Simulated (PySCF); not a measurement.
## PH, HF: how much the basis matters

PySCF, UHF reference; triplet, unpaired electrons π ↑↑; De to P + H without counterpoise correction.

| basis | relativity | functions | Re (Å) | ωe (cm⁻¹) | De (eV) | μ (D) |
| --- | --- | --- | --- | --- | --- | --- |
| def2-SVP | no relativity | 23 | 1.419 | 2503 | 2.16 | 0.68 |
| 6-311G(d,p) | no relativity | 32 | 1.414 | 2511 | 2.16 | 0.66 |
| aug-cc-pV(D+d)Z/aug-cc-pVDZ | no relativity | 41 | 1.419 | 2500 | 2.20 | 0.54 |
| pcseg-2 | no relativity | 48 | 1.411 | 2495 | 2.23 | 0.67 |
| x2c-TZVPPall | spin-free X2C | 56 | 1.412 | 2489 | 2.24 | 0.53 |
| def2-TZVPPD | no relativity | 65 | 1.411 | 2497 | 2.26 | 0.53 |

(1) How does each smaller set differ from the one with most functions, def2-TZVPPD?

A positive dipole means P(−)H(+). Hartree–Fock leaves out correlation, which carries a large part of most bond energies and some tenths to 1 eV of ionisation energies. The state was picked by a PBE0 search and need not be the measured ground state.

Results:

(1) def2-SVP: +0.8 pm, +0.2 % in ωe, -0.10 eV in De; 6-311G(d,p): +0.3 pm, +0.6 % in ωe, -0.10 eV in De; aug-cc-pV(D+d)Z/aug-cc-pVDZ: +0.8 pm, +0.1 % in ωe, -0.06 eV in De; pcseg-2: +0.0 pm, -0.1 % in ωe, -0.03 eV in De; x2c-TZVPPall: +0.1 pm, -0.3 % in ωe, -0.02 eV in De. All at HF; the set with most functions is neither the basis-set limit nor always the best. The rows treat relativity differently, so the differences are not basis effects alone.
